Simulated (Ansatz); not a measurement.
Process, species as SMILES: [CH3] (CH3) → CH3+ (singlet, bonded as [CH3]) + e-
B3LYP-D3(BJ)/def2-TZVP geometries, fixed; electronic energies without zero-point terms.

Basis-set convergence of the adiabatic ionisation energy at wB97M-V with Ansatz (a first-principles code). All functions are spherical. The program fits the integrals of some runs and decomposes those of others, by size. Open shells are unrestricted. The functional holds VV10 correlation; no added dispersion term, no relativity. Functions are those of the species that has most. Reference: the value in pcseg-4, 9.697 eV. Deviations are taken from unrounded values.

```json
[
 {"basis": "cc-pVDZ", "functions": "29", "adiabatic ionisation energy (eV)": "9.578", "minus reference (eV)": "-0.119"},
 {"basis": "aug-cc-pVDZ", "functions": "50", "adiabatic ionisation energy (eV)": "9.671", "minus reference (eV)": "-0.026"},
 {"basis": "aug-pcseg-1", "functions": "50", "adiabatic ionisation energy (eV)": "9.670", "minus reference (eV)": "-0.027"},
 {"basis": "cc-pVTZ", "functions": "72", "adiabatic ionisation energy (eV)": "9.671", "minus reference (eV)": "-0.026"},
 {"basis": "jun-cc-pV(T+d)Z", "functions": "81", "adiabatic ionisation energy (eV)": "9.689", "minus reference (eV)": "-0.009"},
 {"basis": "aug-cc-pVTZ", "functions": "115", "adiabatic ionisation energy (eV)": "9.691", "minus reference (eV)": "-0.006"},
 {"basis": "aug-pcseg-2", "functions": "115", "adiabatic ionisation energy (eV)": "9.702", "minus reference (eV)": "0.005"},
 {"basis": "cc-pVQZ", "functions": "145", "adiabatic ionisation energy (eV)": "9.689", "minus reference (eV)": "-0.008"},
 {"basis": "aug-cc-pVQZ", "functions": "218", "adiabatic ionisation energy (eV)": "9.697", "minus reference (eV)": "0.000"},
 {"basis": "aug-pcseg-3", "functions": "232", "adiabatic ionisation energy (eV)": "9.698", "minus reference (eV)": "0.001"},
 {"basis": "cc-pV5Z", "functions": "256", "adiabatic ionisation energy (eV)": "9.695", "minus reference (eV)": "-0.002"}
]
```

The smallest set listed that lies within 0.05 eV of the reference with all its larger relatives (same family, alike in diffuse functions; a set with none counts only in the reference's own line) is aug-cc-pVDZ (50 functions, -0.026 eV off), level with aug-pcseg-1.
